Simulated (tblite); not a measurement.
Propylene sulfide, C₃H₆S.
Numbering: `[CH3:1][C@H:2]1[CH2:3][S:4]1` (hydrogens: H5, H6, H7 on C1; H8 on C2; H9, H10 on C3)

All values are computed: GFN2-xTB (tblite) harmonic vibrations without scaling, gas phase. Errors from tens to a few hundred cm⁻¹ against measured bands are possible.

Harmonic wavenumbers (cm⁻¹): 181.7, 285.6, 379.8, 661.8, 700.3, 884.1, 893.6, 953.2, 1000.8, 1028.2, 1070.1, 1148.9, 1198.8, 1334.2, 1406.6, 1428.3, 1475.2, 1485.4, 3007.7, 3013.1, 3037.0, 3043.2, 3050.8, 3063.8.

A = 11768, B = 4929, C = 3999 MHz; mass 74.019 u (most abundant isotopes); point group C1, symmetry number 1.

What is the zero-point energy?

Half the sum of the wavenumbers: 17866 cm⁻¹ = 213.73 kJ/mol.

Entropy at 500 K, 1 bar (ideal gas, RRHO, classical rotation)?

Translation 173.28, rotation 109.97, vibration 58.42: S = 341.7 J/(mol K).

And Cp and H(500 K) − H(0)?

Cp = 115.55 J/(mol K), of which vibrations give 82.29 (their classical limit is 24 R = 199.5); H(500 K) − H(0) = 34.48 kJ/mol without the zero-point energy, 17.85 from vibrations.

What must be added to the electronic energy to get the Gibbs energy at 500 K and 1 bar?

ZPE + [H(500 K) − H(0)] − T·S = 213.73 + 34.48 − 170.83 = 77.38 kJ/mol.

Which modes carry the vibrational entropy at 500 K?

181.7 cm⁻¹: 13.80; 285.6 cm⁻¹: 10.18; 379.8 cm⁻¹: 7.98; 661.8 cm⁻¹: 4.11; 700.3 cm⁻¹: 3.77; 884.1 cm⁻¹: 2.48 J/(mol K); the other 18 give 16.10 together.

How do the functions run with temperature in this model?

```json
{"T (K)": "100", "S (J/(mol K))": "233.0", "Cp (J/(mol K))": "41.6", "H − H(0) (kJ/mol)": "3.57", "G − H(0) (kJ/mol)": "-19.73", "ln q(vib)": "0.10"}
{"T (K)": "200", "S (J/(mol K))": "266.4", "Cp (J/(mol K))": "56.8", "H − H(0) (kJ/mol)": "8.48", "G − H(0) (kJ/mol)": "-44.81", "ln q(vib)": "0.54"}
{"T (K)": "300", "S (J/(mol K))": "293.0", "Cp (J/(mol K))": "76.5", "H − H(0) (kJ/mol)": "15.11", "G − H(0) (kJ/mol)": "-72.80", "ln q(vib)": "1.16"}
{"T (K)": "800", "S (J/(mol K))": "405.1", "Cp (J/(mol K))": "153.9", "H − H(0) (kJ/mol)": "75.41", "G − H(0) (kJ/mol)": "-248.66", "ln q(vib)": "5.44"}
{"T (K)": "1000", "S (J/(mol K))": "441.3", "Cp (J/(mol K))": "170.8", "H − H(0) (kJ/mol)": "107.97", "G − H(0) (kJ/mol)": "-333.37", "ln q(vib)": "7.26"}
```

q(vib) and H(0) count from the zero-point level.

Hindered rotation and anharmonicity are outside this model. The structure is chiral; the term R ln 2 for an equal mix with its mirror image is left out.
